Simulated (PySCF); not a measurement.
Gas-phase reaction: AlCl3.H2O + 2 Al(OH)3 = 3 HOCl + 3 AlOH + H2O

Method: PySCF energies plus ideal-gas RRHO corrections (1 bar). † marks an energy on the PBE0/def2-TZVP geometry and frequencies. MP2 freezes the core. All species are closed-shell singlets. Adducts (AlCl3.H2O) have no counterpoise correction, and HF, PBE, BLYP, B3LYP and PBE0 lack dispersion. AlCl3.H2O, Al(OH)3: computed as isolated molecules; such fragments, hydroxides, amides, oligomers or adducts are transient or little studied in the gas. MP2 isn't extrapolated to the basis-set limit.

```tsv
level	ΔH°(298 K), kJ
BLYP/def2-TZVP†	1713
HF/def2-TZVP†	(withheld)
MP2/def2-TZVPP†	1994
PBE0/def2-QZVP†	(withheld)
r2SCAN/def2-TZVP†	(withheld)
LDA/def2-TZVP†	1874
```

Problem. Fill in the missing entries.

Solution. 
- HF/def2-TZVP†, ΔH°(298 K), kJ: 1941
- PBE0/def2-QZVP†, ΔH°(298 K), kJ: 1856
- r2SCAN/def2-TZVP†, ΔH°(298 K), kJ: 1952
